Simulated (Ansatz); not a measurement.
Start from `BN=C` and change one atom or group to get `C=NC`.

Ansatz, PBE0-D4/def2-TZVP geometries, multiplicity 1. 

```tsv
property	`BN=C`
HOMO energy (PBE/def2-TZVPP) / eV	-6.64
HOMO energy (ωB97M-V/def2-TZVPP) / eV	-10.24
HOMO energy (B3LYP/def2-TZVPP) / eV	-7.70
size of the dipole moment (B3LYP/def2-TZVPP) / D	2.09
LUMO energy (PBE0/def2-TZVPP) / eV	-0.91
HOMO–LUMO gap (ωB97M-V/def2-TZVPP) / eV	11.52
```

**Question.** What does the change do to each property? (Best estimate.)

**Answer.** Computed: 
```
                                        property  `C=NC`  shift
               HOMO energy (PBE/def2-TZVPP) / eV   -5.86   0.78
           HOMO energy (ωB97M-V/def2-TZVPP) / eV   -9.74   0.50
             HOMO energy (B3LYP/def2-TZVPP) / eV   -7.13   0.57
size of the dipole moment (B3LYP/def2-TZVPP) / D    1.47  -0.62
              LUMO energy (PBE0/def2-TZVPP) / eV   -0.27   0.64
         HOMO–LUMO gap (ωB97M-V/def2-TZVPP) / eV   11.70   0.18
```

With PBE0 the HOMO rises by 0.57 eV and the LUMO rises by 0.64 eV, so the gap widens by about 0.07 eV. PBE moves the HOMO by 0.78 eV and ωB97M-V by 0.50 eV. The zero-point energy changes by 44.2 kJ/mol with +3 modes. Dipoles are sizes alone; their direction can turn.

B3LYP here is the variant with VWN-RPA as its local correlation; programs differ in this.
